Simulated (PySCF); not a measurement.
Some computed properties have been withheld. Give your best values.

Species: disiloxane, H6OSi2.
Numbering: `[SiH3:1][O:2][SiH3:3]` (hydrogens: H4, H5, H6 on Si1; H7, H8, H9 on Si3)

```tsv
property	level	value
rotational constants A, B, C of the GFN2-xTB geometry	GFN2-xTB	?
dipole moment	CAM-B3LYP/def2-SVPD	?
HOMO energy	CAM-B3LYP/def2-SVPD	-9.93 eV
LUMO energy	CAM-B3LYP/def2-SVPD	0.72 eV
lowest singlet excitation	TDDFT CAM-B3LYP/def2-SVPD	?
strongest line among the 8 lowest singlet transitions	TDDFT CAM-B3LYP/def2-SVPD	?
lowest triplet excitation (Tamm–Dancoff)	TDA CAM-B3LYP/def2-SVPD	?
static isotropic polarisability	CAM-B3LYP/def2-SVPD	55.6 au
electronic spatial extent ⟨r²⟩ about the centre of nuclear charge	CAM-B3LYP/def2-SVPD	469 bohr²
1H chemical shifts (computed TMS as zero) by class	GIAO PBE0/pcSseg-1	5.13 (H4/H5/H6/H7/H8/H9) ppm
isotropic shieldings of nuclei other than C and H, by class	GIAO PBE0/pcSseg-1	?
```

Electronic properties: PySCF, gas phase, density fitting.

(1) Give the rotational constants A, B, C of the GFN2-xTB geometry.

(2) Give the isotropic shieldings of nuclei other than C and H, by class.

(3) Give the lowest triplet excitation (Tamm–Dancoff).

(4) What is the strongest line among the 8 lowest singlet transitions?

(5) Give the dipole moment.

(6) What is the lowest singlet excitation?

Results:

(1) 41.843, 2.869, 2.866 GHz.

(2) 349 (O2), 393 (Si1/Si3) ppm.

(3) 6.86 eV.

(4) S5 at 8.43 eV (147 nm, f = 0.105).

(5) 0.15 D.

(6) 7.20 eV (172 nm, f = 0.006).

The rotational constants are those of a nearly prolate symmetric top. No computed singlet falls in the visible range (750 to 380 nm, 1.65 to 3.26 eV); S1 lies 3.94 eV above its blue end. The 8 singlets span 7.20 to 8.76 eV, and their oscillator strengths add up to 0.24. The principal polarisabilities are 52.9, 53.0 and 60.9 au; their mean is the isotropic value.
